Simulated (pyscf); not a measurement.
A first-order saddle from PySCF, ωB97X-D3(BJ)/def2-SVP:

```xyz
11

C     -0.6304     0.4166     0.3196
Al    -1.1542    -1.3619     1.3930
F     -0.8074    -2.8170     0.6433
F     -2.5997    -1.3132     2.2354
H      0.3759     0.6233     0.6802
H     -1.4837     0.9347     0.7649
H     -0.7554    -0.2092    -0.5719
C     -0.5186     1.9845    -1.0224
H      0.3265     1.7298    -1.6720
H     -1.4878     1.9933    -1.5343
H     -0.3428     2.8598    -0.3872
```
Charge 0, spin multiplicity 2.

Surface: doublet, charge 0. Lowest wavenumbers (cm⁻¹): 1145i, 19, 57, 95, 183.

Which two sides does it connect, and which bonds change?

`[CH3][Al]([F])[F]` + `[CH3]` [doublet] ⇌ `[CH3][CH3]` + `[F][Al][F]` [doublet], a substitution at C read from left to right: Al–C broken and C–C formed. At ωB97M-D3(BJ)/def2-TZVP it lies +1.46 eV from the left side and +1.80 eV from the right (each side as separated species at their lowest minima found). This is the saddle that the search found; another between the same sides may lie lower. The angle at the attacked C is 166°.
